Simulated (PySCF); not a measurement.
Simulated outer-valence photoelectron spectrum of `Fc1ncns1`. The calculation used EOM-IP-CCSD/aug-cc-pVDZ in PySCF, restricted Hartree–Fock reference, 10 core orbitals frozen, non-relativistic, gas phase, PBE0-D3(BJ)/def2-SVP geometry.

Each root has a Gaussian of 0.4 eV full width with its one-hole share as area; cross sections and vibrations are left out, and the highest printed point is 100.

```tsv
ionisation energy (eV)	intensity
10.0	2
10.2	23
10.4	84
10.6	80
10.8	61
11.0	100
11.2	96
11.4	99
11.6	52
11.8	57
12.0	93
12.2	41
12.4	5
12.6	0
12.8	0
13.0	0
13.2	0
13.4	0
13.6	10
13.8	60
14.0	91
14.2	35
14.4	4
14.6	13
14.8	65
15.0	84
15.2	27
15.4	7
15.6	44
15.8	92
16.0	49
16.2	6
16.4	0
16.6	0
16.8	4
17.0	39
17.2	91
17.4	54
17.6	8
17.8	0
```

**Question.** Where are the maxima, and how many lines lie under the curve?

**Answer.** 8 maxima, at 10.5, 11.1, 11.4, 12.0, 14.0, 14.9, 15.8 and 17.2 eV, from 8 lines.

**Question.** List the lines with their holes.

**Answer.** 
| E (eV) | leading hole (HF orbital) | area | Koopmans (eV) |
| --- | --- | --- | --- |
| 10.48 | HOMO | 0.96 | 10.69 |
| 11.01 | HOMO-2 | 0.94 | 12.79 |
| 11.39 | HOMO-1 | 0.94 | 12.05 |
| 11.98 | HOMO-3 | 0.94 | 13.59 |
| 13.96 | HOMO-4 | 0.95 | 15.14 |
| 14.94 | HOMO-5 | 0.91 | 16.55 |
| 15.81 | HOMO-6 | 0.94 | 18.20 |
| 17.22 | HOMO-7 | 0.93 | 19.57 |

The widest gap, 1.98 eV, lies between 11.98 and 13.96 eV. Only orbitals with −ε under 21 eV, eight at most, were ionised, so the high end of the curve may lack lines.
